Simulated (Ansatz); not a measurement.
Isolated molecules relaxed with PBE0-D4/def2-TZVP in Ansatz; ΔE leaves out vibrations. CCSD(T)/CBS adds triple-zeta CCSD(T) − MP2 to the extrapolated MP2 energy (def2 sets, frozen cores). DFT in def2-TZVPP. One conformer a species, not always the lowest.

Consider the isomerisation: `C=COC(C)=O` → `COC1C=CO1`.

```csv
species,r2SCAN-D4 energy (Eh)
`C=COC(C)=O`,-306.43232
`COC1C=CO1`,-306.35374
```

(1) Work out ΔE.

Largest T1 diagnostic among the species: 0.014.

## Answers

(1) ΔE = (-306.35374) − (-306.43232) = 0.07858 Eh = +206.3 kJ/mol. CCSD(T)/CBS gives +195.4 kJ/mol.

In def2-TZVPP, CCSD(T) changes the Hartree–Fock value by −30.5 kJ/mol (the triples alone add −1.9 kJ/mol) and MP2 by −33.0 kJ/mol.
